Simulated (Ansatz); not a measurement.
# C₃H₄OS: small, medium and large basis sets

How large a basis does C₃H₄OS need? Two functionals are run in growing sets.

Computed with Ansatz 0.2.0, Gaussian basis. Level: one geometry, several basis sets.

The runs, in order: PBE0-D4/def2-SVP; ωB97M-V/def2-SVP; PBE0-D4/def2-QZVPP; ωB97M-V/def2-QZVPP; the functionals' def2-TZVPP values are taken from earlier runs.

**1. The geometry**

An earlier PBE0-D4 in a triple-zeta def2 set relaxation fixed the geometry.

SMILES `C#CC(O)S`, 9 atoms, charge 0, spin multiplicity 1.

Atoms are counted from 1 here; the program's logs count them from 0.

Bond lengths: C1–C2 1.200 Å, C1–H6 1.065 Å, C2–C3 1.454 Å, C3–O4 1.396 Å, C3–S5 1.836 Å, C3–H7 1.092 Å, O4–H8 0.963 Å, S5–H9 1.342 Å. Angles: C2–C1–H6 179.2°, C1–C2–C3 177.6°, C2–C3–O4 112.9°, C2–C3–S5 109.8°, C2–C3–H7 110.0°, O4–C3–S5 114.2°, O4–C3–H7 105.6°, S5–C3–H7 103.9°, C3–O4–H8 108.5°, C3–S5–H9 95.9°.

**2. PBE0-D4 in def2-SVP**

The input, in.yaml:

```yaml
crystal:
  periodic: [false, false, false]
  atoms:
    - {symbol: C, position_ang: [-0.368792, 1.418701, -1.313060]}
    - {symbol: C, position_ang: [0.107332, 0.617256, -0.557308]}
    - {symbol: C, position_ang: [0.645270, -0.394600, 0.338365]}
    - {symbol: O, position_ang: [0.560129, -1.685041, -0.187742]}
    - {symbol: S, position_ang: [-0.104003, -0.210268, 2.004171]}
    - {symbol: H, position_ang: [-0.778703, 2.138390, -1.981867]}
    - {symbol: H, position_ang: [1.709294, -0.214999, 0.507457]}
    - {symbol: H, position_ang: [-0.361575, -1.869132, -0.396034]}
    - {symbol: H, position_ang: [-1.320453, 0.153394, 1.568817]}
basis:
  gaussian: {orbitals: def2-SVP}
hamiltonian: {xc: pbe0, dispersion: d4}
output: {orbitals: {seedname: orbitals}}
```

On the command line:

```sh
ansatz run in.yaml --threads 2 --pin off --events-out ev --progress --plain --max-ram 4352MiB
```

After this run come: ωB97M-V in def2-SVP; PBE0-D4 in def2-QZVPP; ωB97M-V in def2-QZVPP.

Q: Predict the results of all the runs planned. Wanted: PBE0-D4: double and triple zeta above quadruple; ωB97M-V: double and triple zeta above quadruple.

As calculated:

| quantity | value |
| --- | --- |
| PBE0-D4: double and triple zeta above quadruple | 10.45, 0.62 eV |
| ωB97M-V: double and triple zeta above quadruple | 10.60, 0.59 eV |

**Reading.** For PBE0-D4 the step from double to triple zeta gains 9.83 eV and the next only 0.62 eV. Total energies overstate the basis error of differences, where much of it tends to cancel. The LUMO of ωB97M-V is positive and keeps falling with the basis (2.40 to 1.37 eV): an unbound level that the basis holds in place.
